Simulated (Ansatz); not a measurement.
The first iterations of a band of C3H8N2 (13 atoms, charge 0, multiplicity 1).

Computed with RKS PBE/6-31G (Ansatz).

```
movable images  : 5
climbing image  : yes
spring          : 5.0 eV/Å²
optimiser       : quadratic models (default)
start path      : IDPP
force threshold : 0.05 eV/Å
iteration limit : 60
end points      : relaxed
```

First end point:

```xyz
13
Properties=species:S:1:pos:R:3
N -0.989 0.900 1.405
C -0.688 0.328 0.121
C 0.512 0.896 -0.626
C 0.600 -0.493 -0.007
N 0.591 -1.613 -0.909
H -1.468 0.281 2.061
H -1.396 1.835 1.382
H -1.503 -0.037 -0.525
H 0.448 0.947 -1.716
H 1.062 1.702 -0.136
H 1.179 -0.544 0.930
H 0.223 -2.484 -0.524
H 1.450 -1.752 -1.441
```

Last end point:

```xyz
13
Properties=species:S:1:pos:R:3
N -0.990 0.900 1.406
C -0.688 0.327 0.121
C 0.510 0.895 -0.627
C 0.600 -0.493 -0.007
N 0.591 -1.614 -0.908
H -1.470 0.281 2.060
H -1.396 1.836 1.382
H -1.503 -0.038 -0.525
H 0.445 0.948 -1.716
H 1.062 1.701 -0.138
H 1.180 -0.542 0.929
H 1.450 -1.751 -1.442
H 0.228 -2.485 -0.521
```

| iteration | highest image above the first end (eV) | largest band force component (eV/Å) |
| --- | --- | --- |
| 1 | 0.433 | 1.925 |
| 2 | 0.264 | 1.215 |
| 3 | 0.186 | 0.198 |
| 4 | 0.179 | 0.126 |
| 5 | 0.175 | 0.156 |

Task: Does the band converge within its limit, and where does its top end?

Result: The run converged. It ended after 15 iterations with the highest image 0.156 eV above the first end. A vibrational analysis at the climbing image gives one clearly imaginary mode, 256i cm⁻¹: a first-order saddle point. Limits of this set-up: no polarisation functions.

Run time: 3.7 min on 1 thread of Arm Neoverse V2, on a shared host, peak memory 0.12 GiB.
